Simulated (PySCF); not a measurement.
# CHClNS−, a complex of two parts: interaction energy

An exercise on one series of results from a longer session: the logs are not shown, and one member is left open.

Programs: PySCF 2.14.0. All values are calculated, for the isolated system unless a continuum is named. Atoms count from 0, parts from 1.

## The system as given

5 atoms, charge -1, multiplicity 1; geometry: GFN2-xTB. Parts: 1 = atoms 0–3, `N=C=S`, charge 0; 2 = atom 4, `[Cl-]`, charge -1.

The first run:

The job: settings as JSON, then the geometry in Å.

```
{"job": {"xc": "PBE0", "basis": "def2-TZVPD", "d3": "d3bj", "grid": 3, "kind": "geom", "shake": 0.01}, "charge": -1, "multiplicity": 1, "parts": [{"atoms": "0-3", "charge": 0, "multiplicity": 1}, {"atoms": "4-4", "charge": -1, "multiplicity": 1}]}
N     -0.553270     0.136018    -0.175548
C      0.511540    -0.157254     0.134190
S      1.898086    -0.758088     0.534157
H     -1.126832     1.062954    -0.354458
Cl    -2.052462     2.531756    -0.622362
```

On the command line:

```
$ OMP_NUM_THREADS=1 python cluster_run.py task.json out
```

The driver reads the jobs from task.json and runs them one after another.

Steps of the session up to this table: Optimising the geometry at PBE0-D3(BJ)/def2-TZVPD; Coupled-cluster interaction energy: CCSD(T) and MP2, 1.72 Å; Coupled-cluster interaction energy: CCSD(T) and MP2, 1.80 Å; Coupled-cluster interaction energy: CCSD(T) and MP2, 1.89 Å; Coupled-cluster interaction energy: CCSD(T) and MP2, 1.63 Å; Coupled-cluster interaction energy: CCSD(T) and MP2, 2.15 Å; Coupled-cluster interaction energy: CCSD(T) and MP2, 1.55 Å; Coupled-cluster interaction energy: CCSD(T) and MP2, 2.58 Å; Coupled-cluster interaction energy: CCSD(T) and MP2, 3.44 Å.

One of the session's tables, all rows but one given; the rest of the session is left out.

It belongs to the step «Coupled-cluster interaction energy: CCSD(T) and MP2, 3.44 Å». 

| method | interaction energy (kcal/mol) |
| --- | --- |
| HF/aug-cc-pVDZ | -16.20 |
| MP2/aug-cc-pVDZ | -16.03 |
| CCSD/aug-cc-pVDZ | -15.97 |
| CCSD(T)/aug-cc-pVDZ | -15.82 |
| HF/aug-cc-pVQZ | -16.07 |
| MP2/aug-cc-pVQZ | -16.07 |
| SCS-MP2/aug-cc-pVQZ | ? |
| MP2, extrapolated | -16.11 |
| CCSD(T), limit estimate | -15.90 |

**Question.** Estimate the row for SCS-MP2/aug-cc-pVQZ.

The run gave: interaction energy (kcal/mol): -16.02. In the column «interaction energy (kcal/mol)» it lies between MP2/aug-cc-pVDZ (-16.03) and CCSD/aug-cc-pVDZ (-15.97).
